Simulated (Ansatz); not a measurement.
Molecule: oxidane, H$_{2}$O, charge 0, multiplicity 1. SMILES: O
Geometry: optimised at B3LYP-D3(BJ)/def2-TZVP (Ansatz, an electronic-structure program).

Quantity: vertical triplet-singlet gap (E(triplet) - E(singlet); each state is the SCF solution reached for its spin), in kJ/mol. Correlated levels leave the core frozen unless marked. Open shells are spin-unrestricted. No spin-orbit coupling. Non-relativistic. Basis-set limits of correlation are two-point, X^-3; Hartree-Fock from the larger set. The bracket is a focal-point correction in the basis named.

```json
[
 {"level": "HF/aug-cc-pVTZ", "program": "Ansatz", "vertical triplet-singlet gap (kJ/mol)": "572.5", "minus last row": "-132.6"},
 {"level": "HF/aug-cc-pVQZ", "program": "Ansatz", "vertical triplet-singlet gap (kJ/mol)": "571.7", "minus last row": "-133.4"},
 {"level": "HF/def2-QZVPPD", "program": "Ansatz", "vertical triplet-singlet gap (kJ/mol)": "581.7", "minus last row": "-123.4"},
 {"level": "PBE/def2-TZVPD", "program": "Ansatz", "vertical triplet-singlet gap (kJ/mol)": "691.0", "minus last row": "-14.1"},
 {"level": "r2SCAN/def2-TZVPD", "program": "Ansatz", "vertical triplet-singlet gap (kJ/mol)": "678.3", "minus last row": "-26.8"},
 {"level": "PBE0/def2-TZVPD", "program": "Ansatz", "vertical triplet-singlet gap (kJ/mol)": "683.5", "minus last row": "-21.6"},
 {"level": "CAM-B3LYP/def2-TZVPD", "program": "Ansatz", "vertical triplet-singlet gap (kJ/mol)": "695.8", "minus last row": "-9.3"},
 {"level": "wB97M-V/def2-TZVPD", "program": "Ansatz", "vertical triplet-singlet gap (kJ/mol)": "703.6", "minus last row": "-1.5"},
 {"level": "MP2/aug-cc-pVTZ", "program": "Ansatz", "vertical triplet-singlet gap (kJ/mol)": "719.6", "minus last row": "14.5"},
 {"level": "MP2/def2-QZVPPD", "program": "Ansatz", "vertical triplet-singlet gap (kJ/mol)": "731.1", "minus last row": "26.0"},
 {"level": "MP2/CBS(def2-TZVPPD,def2-QZVPPD)", "program": "Ansatz", "vertical triplet-singlet gap (kJ/mol)": "736.1", "minus last row": "31.0"},
 {"level": "RI-MP2/def2-TZVPPD", "program": "Ansatz", "vertical triplet-singlet gap (kJ/mol)": "726.6", "minus last row": "21.5"},
 {"level": "SCS-MP2/aug-cc-pVDZ", "program": "Ansatz", "vertical triplet-singlet gap (kJ/mol)": "705.6", "minus last row": "0.5"},
 {"level": "CCSD/aug-cc-pVDZ", "program": "Ansatz", "vertical triplet-singlet gap (kJ/mol)": "682.6", "minus last row": "-22.5"},
 {"level": "CCSD/aug-cc-pVQZ", "program": "Ansatz", "vertical triplet-singlet gap (kJ/mol)": "694.5", "minus last row": "-10.6"},
 {"level": "CCSD/def2-QZVPPD", "program": "Ansatz", "vertical triplet-singlet gap (kJ/mol)": "701.3", "minus last row": "-3.8"},
 {"level": "CCSD/CBS(def2-TZVPPD,def2-QZVPPD)", "program": "Ansatz", "vertical triplet-singlet gap (kJ/mol)": "705.4", "minus last row": "0.3"},
 {"level": "RI-MP2/CBS(aug-cc-pVTZ,aug-cc-pVQZ)+[CCSD(T)-MP2]/aug-cc-pVTZ", "program": "Ansatz", "vertical triplet-singlet gap (kJ/mol)": "706.3", "minus last row": "1.2"},
 {"level": "RI-MP2/CBS(def2-TZVPPD,def2-QZVPPD)+[CCSD(T)-MP2]/def2-QZVPPD", "program": "Ansatz", "vertical triplet-singlet gap (kJ/mol)": "712.6", "minus last row": "7.5"},
 {"level": "CCSD(T)/CBS(def2-TZVPPD,def2-QZVPPD)", "program": "Ansatz", "vertical triplet-singlet gap (kJ/mol)": "712.4", "minus last row": "7.3"},
 {"level": "CCSD(T)/CBS(aug-cc-pVTZ,aug-cc-pVQZ)", "program": "Ansatz", "vertical triplet-singlet gap (kJ/mol)": "705.1", "minus last row": "0.0"}
]
```
